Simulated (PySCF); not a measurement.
Lewis adducts of Ga(H)3. Isolated molecules, 0 K electronic values unless said otherwise. One relaxed conformer stands for each flexible species; it need not be the lowest. Strings in code marks are SMILES.

All values below come from PBE0-D3(BJ)/def2-TZVP // PBE0-D3(BJ)/def2-SVP (PySCF 2.14.0). Delta-SCF ions had no search for a lower state. Excitations are Tamm–Dancoff values on a coarser integration grid. The basis has no diffuse functions, so Rydberg states are missing or too high.

| species | vertical ionisation energy (Delta-SCF) (eV) | T1 excitation (TDA) (eV) | S1 excitation (TDA) (eV) | dipole moment (D) | S1 oscillator strength |
|---|---|---|---|---|---|
| free Lewis acid (`[GaH3]`) | 11.14 | – | – | 0.00 | – |
| free base NH3 (`N`) | 10.86 | – | – | 1.78 | – |
| adduct with H2O | 10.12 | 5.47 | 5.79 | – | 0.002 |
| free base H2O | 12.53 | – | – | 2.10 | – |
| free base N(CH3)3 (`CN(C)C`) | 8.19 | 5.76 | 5.99 | 0.41 | 0.052 |
| free base O(CH3)2 (`COC`) | 9.88 | 7.09 | 7.40 | 1.16 | 0.067 |
| free base NCH | 13.58 | – | 7.85 | 3.05 | 0.000 |
| free base H2S (`S`) | 10.33 | – | – | 1.16 | – |
